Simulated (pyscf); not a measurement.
Optimised with ωB97X-D3(BJ)/def2-SVP in PySCF.

Q: Estimate by transition-state theory the rate constant of boric acid (HO–B(OH)–OH) + ammonia (NH₃) → water (H₂O) + H₂N–B(OH)–OH (singlet surface; B–O, H–N broken, H–O, B–N formed) at 900 K, with ωB97M-D3(BJ)/def2-TZVP energies (ideal gas, 1 atm, RRHO with modes under 100 cm⁻¹ raised to 100, one conformer, R ln 2 for chiral ones without a mode under 150 cm⁻¹; no tunnelling).

A: The electronic barrier is 28.0 kcal/mol and the thermal terms add +28.5, so ΔG‡ = 56.5 kcal/mol. With k_BT/h = 1.88e+13 s⁻¹ and RT = 1.788 kcal/mol, and a volume of 1.23e-19 cm³ per molecule at 1 atm, k = 4.4e-20 cm³ molecule⁻¹ s⁻¹. Wigner's tunnelling factor for 1233i cm⁻¹ would be 1.16. A shift of 1 kcal/mol in the barrier changes k by a factor 1.7. On the reactant side the descent ends in an adduct with a B–N contact, 1.4 kcal/mol under the separated species and 29.5 kcal/mol under the saddle at ωB97X-D3(BJ)/def2-TZVP. What is counted as formed (B–N) is already present as a longer contact in the reactant adduct; forming that adduct is a step of its own. The products may also form a dative adduct at H₂N–B(OH)–OH; it and routes through it were not searched. This is the saddle that the search found; another between the same sides may lie lower.
